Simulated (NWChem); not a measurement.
# DMSO (C2H6OS); SMILES O=S(C)C

```xyz
10

C      0.8218     1.3551     0.1920
S     -0.2088     0.0005    -0.4430
C      0.8151    -1.3591     0.1922
O     -1.4602     0.0036     0.3854
H      0.2846     2.2830    -0.0466
H      1.8095     1.3562    -0.2913
H      0.9046     1.2477     1.2834
H      0.8984    -1.2520     1.2835
H      0.2735    -2.2844    -0.0464
H      1.8029    -1.3651    -0.2911
```
Atoms are numbered in this order, from 1.

Results from NWChem. The geometry was optimised at PBE0/def2-SVP. Atomic charges in e: unrestrained fits to the electrostatic potential beside Mulliken populations; buried atoms are poorly determined by the fit.

**Question.** Estimate the computed values for B3LYP/def2-SVP. Quantities: ESP C1; Mulliken C1; ESP S2; Mulliken S2; ESP C3; Mulliken C3; ESP O4; Mulliken O4; relative RMS misfit of the potential (%).

**Answer.** 
```json
{
 "ESP C1": "0.06",
 "Mulliken C1": "-0.09",
 "ESP S2": "0.21",
 "Mulliken S2": "0.44",
 "ESP C3": "0.05",
 "Mulliken C3": "-0.09",
 "ESP O4": "-0.46",
 "Mulliken O4": "-0.58",
 "relative RMS misfit of the potential (%)": "28"
}
```
